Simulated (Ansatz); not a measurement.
A run of Ansatz (development build ahead of 0.2.0) on singlet C₆H₄ at this shape:

```xyz
10

C     0.0000    0.6250   -1.2300
C     0.0000   -0.6250   -1.2300
C     0.0000    1.4600   -0.1300
C     0.0000   -1.4600   -0.1300
C     0.0000    0.7000    1.0500
C     0.0000   -0.7000    1.0500
H     0.0000    2.5492   -0.1720
H     0.0000   -2.5492   -0.1720
H     0.0000    1.2219    2.0069
H     0.0000   -1.2219    2.0069
```

Its results:

| Item | Value |
| --- | --- |
| Converged | yes |
| Reference energy | -229.21643 hartree |
| Correlation energy | -0.78761 hartree |
| Total energy | -230.00404 hartree |
| Spin squared of the determinant | 0.000 |

Question: Which input gives this output? Name the method, the orbitals and the basis set, and write the input.

Answer: RHF-MP2 in def2-SVP. An unrestricted run that stays on the closed shell gives the same numbers.

```yaml
crystal:
  periodic: [false, false, false]
  atoms:
    - { symbol: C, position_ang: [0.0, 0.625, -1.23] }
    - { symbol: C, position_ang: [0.0, -0.625, -1.23] }
    - { symbol: C, position_ang: [0.0, 1.46, -0.13] }
    - { symbol: C, position_ang: [0.0, -1.46, -0.13] }
    - { symbol: C, position_ang: [0.0, 0.7, 1.05] }
    - { symbol: C, position_ang: [0.0, -0.7, 1.05] }
    - { symbol: H, position_ang: [0.0, 2.54919, -0.17201] }
    - { symbol: H, position_ang: [0.0, -2.54919, -0.17201] }
    - { symbol: H, position_ang: [0.0, 1.22191, 2.00693] }
    - { symbol: H, position_ang: [0.0, -1.22191, 2.00693] }
basis:
  gaussian: { orbitals: def2-SVP }
hamiltonian:
  xc: hf
correlation:
  method: mp2
  frozen_orbitals: { C: 1, H: 0 }
```
